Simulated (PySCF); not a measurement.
Spectrum to structure. Level of theory: TDDFT PBE0/def2-SVPD, vertical, gas phase, core orbitals frozen in the response (PySCF). Geometries: GFN2-xTB, one conformer each. Ions are computed without counter-ions or solvent.

```tsv
state	λ (nm)	f
S1	196.8	0.196
S2	170.9	0.0087
S3	170.9	0.037
S4	157.4	0.0073
S5	147.6	0.439
S6	146.2	0.010
```

Triplets computed (Tamm–Dancoff): 4.56, 5.00 eV.

Task: Which candidate is it? All have the formula [C5H9N2]+.
A. `Cc1c[nH+]c(C)[nH]1`
B. `N/C=C/C=C/C=[NH2+]`
C. `Cc1[nH]cc[n+]1C`

Result: C. Its S1, at 6.30 eV, is the highest among the candidates; the nearest of the others has S1 at 5.96 eV. S1 is HOMO→LUMO (96%). Löwdin shares by element: HOMO carbon 69% or more, nitrogen 9% or more (atoms not listed hold the other 22%); LUMO carbon 40% or more, nitrogen 39% (atoms not listed hold the other 21%). At the same level the other candidates give, for their lowest levels:
- `N/C=C/C=C/C=[NH2+]`: 298 nm (f 1.162); 205 nm (f 0.023); 191 nm (f 0.000); 190 nm (f 0.000); 188 nm (f 0.000); T1 2.15 eV; HOMO -10.30, LUMO -6.25 eV
- `Cc1c[nH+]c(C)[nH]1`: 208 nm (f 0.233); 180 nm (f 0.001); 170 nm (f 0.129); 161 nm (f 0.000); 155 nm (f 0.006); T1 4.34 eV; HOMO -11.72, LUMO -5.02 eV
